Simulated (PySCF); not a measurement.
Compound: C₄H₆S.
SMILES: `C1=CCSC1`

A linear-response calculation (PySCF, def2-SVPD basis, gas phase, vertical, core orbitals frozen in the response) gave these numbers; the functional is withheld.

Orbital energies (eV): HOMO-3 -11.70, HOMO-2 -10.27, HOMO-1 -8.93, HOMO -7.56, LUMO 1.32, LUMO+1 1.36, LUMO+2 1.37.

```
state  E (eV)       f  main configurations (H = HOMO, L = LUMO)
   S1    5.19  0.0000                  H→L+1 (76%), H→L+8 (13%)
   S2    5.73   0.020                                 H→L (99%)
   S3    5.96   0.026                               H→L+2 (87%)
   S4    6.29  0.0023                               H→L+3 (86%)
   S5    6.81   0.028                               H→L+4 (98%)
   S6    7.03  0.0000     H→L+5 (41%), H→L+8 (33%), H→L+1 (21%)
```

Triplets, Tamm–Dancoff:

```
state  E (eV)  λ (nm)  main configurations (H = HOMO, L = LUMO)
   T1    4.30   288.7                    H-1→L (78%), H→L (18%)
   T2    4.76   260.6      H→L+1 (67%), H→L+8 (19%), H→L+5 (9%)
   T3    5.58   222.2    H→L+3 (54%), H→L+2 (15%), H→L+10 (13%)
   T4    5.80   213.7                    H→L (81%), H-1→L (18%)
```

Vertical ionisation energy by ΔSCF with the same functional: 8.51 eV. Mean static polarisability: 64.6 au.

**Question.** Which of these was used?
A. HF
B. PBE0
C. CAM-B3LYP
D. PBE

**Answer.** C. CAM-B3LYP is range-separated, 19% exact exchange at short range and 65% at long range (ω = 0.33 bohr⁻¹). In this run −ε(HOMO) = 7.56 eV differs from the ΔSCF value by -0.95 eV, and S1 differs from the orbital gap of 8.88 eV by -3.69 eV. The ratio −ε(HOMO)/IP is 0.89. Small neutral molecules mostly give 0.85 to 0.93 with CAM-B3LYP, 0.5 to 0.7 with PBE, 0.7 to 0.83 with PBE0; Hartree–Fock can't fall below 1, since the ion's relaxation only lowers the ΔSCF value.

Computed, not measured: PySCF, TDDFT CAM-B3LYP/def2-SVPD, vertical, gas phase, core orbitals frozen in the response. Isolated species at its PBE0-D3(BJ)/def2-SVP geometry, gas phase.

The run took 30 s wall on an Arm Neoverse V1 with one thread, on a shared host.
